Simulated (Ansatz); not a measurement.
## Pressure series in InSb

Base system: InSb in the zinc blende structure (space group F-43m, No. 216).

```cif
data_InSb
_chemical_formula_sum 'Sb1 In1'
_space_group_name_H-M_alt 'P 1'
_space_group_IT_number 1
_cell_length_a 4.69162
_cell_length_b 4.69162
_cell_length_c 4.69162
_cell_angle_alpha 60.000
_cell_angle_beta 60.000
_cell_angle_gamma 60.000
loop_
_space_group_symop_operation_xyz
  'x, y, z'
loop_
_atom_site_label
_atom_site_type_symbol
_atom_site_fract_x
_atom_site_fract_y
_atom_site_fract_z
_atom_site_occupancy
Sb1 Sb 0.75000 0.75000 0.75000 1
In1 In 0.00000 0.00000 0.00000 1
```

Cell and atoms are relaxed at each pressure.

Calculations: Ansatz (a quantum-chemistry and plane-wave program), PBE, PAW, cutoff 420 eV, no SOC, earlier PAW set.

| pressure (GPa) | volume per atom (Å³/atom) |
|---|---|
| -2 | 38.925 |
| 0 | 36.511 |
| 3 | 34.083 |
| 7 | 31.850 |
| 15 | ? |
| 30 | 25.702 |
| 50 | 23.122 |
| 75 | 21.043 |
| 100 | 19.581 |

Question: Fit the third-order Birch–Murnaghan form P(V) = (3B₀/2)[(V₀/V)^(7/3) − (V₀/V)^(5/3)]·[1 + (3/4)(B₀′ − 4)((V₀/V)^(2/3) − 1)] (squares taken in P) to the rows shown and predict the withheld row.

Answer: Least squares on the printed values gives V₀ = 36.486 Å³/atom, B₀ = 38.8 GPa, B₀′ = 4.5; this predicts 28.988 Å³/atom, and the run gives 28.937 Å³/atom, 0.051 lower.

Measured bulk modulus of InSb: 46.1 GPa (static lattice; corrected from measurement; as listed in Daniel Mejia-Rodriguez, S. B. Trickey, Phys. Rev. B (2018)); the computed value is 16 % below it.

Load acts through the strain it causes; cell and atoms are relaxed under it. No phonon test of stability was made. Tetrahedral semiconductors of this kind turn to denser phases somewhere between about 1 and 50 GPa; those were not computed, so compressed cells here can lie past the real transition. All final runs are without spin polarisation.
